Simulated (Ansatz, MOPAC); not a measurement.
Process, species as SMILES: CCC([SeH])[SeH] + 4 [H][H] (H2) → 3 C (CH4) + 2 [SeH2] (H2Se)

Wanted: energy of full hydrogenation (enthalpy at 298 K), in kcal/mol. Conventions: 6-31G* and kin with 6d, 5d where marked; no dispersion term unless named; non-relativistic; spin-orbit terms left out. Ab initio and DFT rows: single points at B3LYP-D3(BJ) geometries (Ansatz, a program for electronic structure), with unscaled harmonic terms from B3LYP/6-31G* (LANL2DZ past Ar) (Ansatz) at its own minima. Semi-empirical rows: MOPAC heats of formation at their own minima for 298 K.

| species | coefficient | E at B3LYP/6-31G* (Ansatz), Eh | E at PBE0/def2-TZVPD (Ansatz), Eh | H(298 K) - E, kcal/mol | heat of formation at MNDO (MOPAC), kcal/mol |
|---|---|---|---|---|---|
| CCC([SeH])[SeH] | -1 | -4921.71526 | -4921.56205 | 68.10 | 7.35 |
| [H][H] (H2) | -4 | -1.17549 | -1.16825 | 8.44 | 0.72 |
| C (CH4) | +3 | -40.51834 | -40.47422 | 30.76 | -11.96 |
| [SeH2] (H2Se) | +2 | -2402.48950 | -2402.46285 | 10.47 | 15.19 |

 1 Eh = 627.5095 kcal/mol.

Work the quantity out at each level.


- B3LYP/6-31G*: the sum of coefficient times E is -0.11680 Eh, or -73.29 kcal/mol; the thermal terms add 11.36. Result: -61.9 kcal/mol.
- PBE0/def2-TZVPD: the sum of coefficient times E is -0.11331 Eh, or -71.10 kcal/mol; the thermal terms add 11.36. Result: -59.7 kcal/mol.
- MNDO: the sum of coefficient times heat of formation is -15.73 kcal/mol; it needs no thermal term.
